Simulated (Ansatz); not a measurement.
## How far each method lies from full CI for SiCl, doublet

Geometry: that of the SiCl, quartet, kept fixed.

```yaml
atoms:
  - { symbol: Si, position_ang: [0.0000, 0.0000, 0.0000] }
  - { symbol: Cl, position_ang: [0.0000, 0.0000, 2.0579] }
```

Basis 6-31G; Ansatz 0.2.0. Correlated methods freeze the noble-gas cores, which leaves 11 electrons in 16 orbitals. Prefix R: restricted or restricted open-shell reference; prefix U: unrestricted. Active spaces: valence = (11e, 8o) chosen from the atoms' valence shells.

Full CI is exact within this basis and frozen core; it isn't the basis-set limit. The frozen core follows each run's orbitals, which can shift R against U totals by a few meV.

For open shells CISD and CISDTQ are restricted-active-space CI with the open shells as a complete middle space.

```
UHF ⟨S²⟩                          : 0.755
T1 diagnostic (RCCSD)             : 0.0185
largest doubles amplitude (RCCSD) : 0.076
T1 diagnostic (UCCSD)             : 0.0173
```

| level | E − E(full CI) (kJ/mol) | share of correlation (%) | wall time |
| --- | --- | --- | --- |
| RHF | 228.4 | 0.00 | – |
| UHF | 226.3 | 0.94 | – |
| RMP2 | 46.0 | 79.86 | – |
| UMP2 | 45.8 | 79.95 | – |
| CISD | 15.8 | 93.06 | 0.63 s |
| RCCSD | 6.8 | 97.04 | – |
| UCCSD | 6.8 | 97.04 | – |
| RCCSD(T) | 1.1 | 99.52 | 0.64 s |
| UCCSD(T) | 1.1 | 99.52 | 0.63 s |
| BCCD(T) | 0.9 | 99.60 | 0.54 s |
| RCCSDT | 0.1 | 99.97 | – |
| UCCSDT | 0.1 | 99.97 | – |
| CISDTQ | 0.6 | 99.74 | 8 s |
| RCCSDT(Q) | 0.1 | 99.96 | 3.3 s |
| UCCSDT(Q) | -0.1 | 100.03 | 2.8 s |
| RCCSDTQ | 0.0 | 100.02 | 33 s |
| UCCSDTQ | -0.1 | 100.02 | 33 s |
| CASSCF (valence space) | 137.4 | 39.86 | – |
| NEVPT2 (valence space) | 33.9 | 85.17 | 1 s |
| MRCISD (valence space) | 5.5 | 97.61 | – |
| MRCISD+Q (valence space) | 1.4 | 99.37 | 1.7 s |

The correlation energy at full CI, counted from RHF, is -2.367 eV. That run took 2.7 min on 1 thread of Arm Neoverse V2, shared host over 8,744,736 determinants.

Times hold each run's SCF and search for its determinant on a shared host, so for small cases they say little of a method's own cost; they ran on 1 thread of Arm Neoverse V2. Some runs computed forces too.

The full-CI state has the irrep B1 of C2v, in the program's axes (one component, if the state is degenerate).

Natural occupations of full CI about the gap: 1.984 1.975 1.975 1.938 1.001 0.051 0.035 0.011 0.010 0.010; effectively unpaired electrons, Σ n²(2−n)², 1.04.
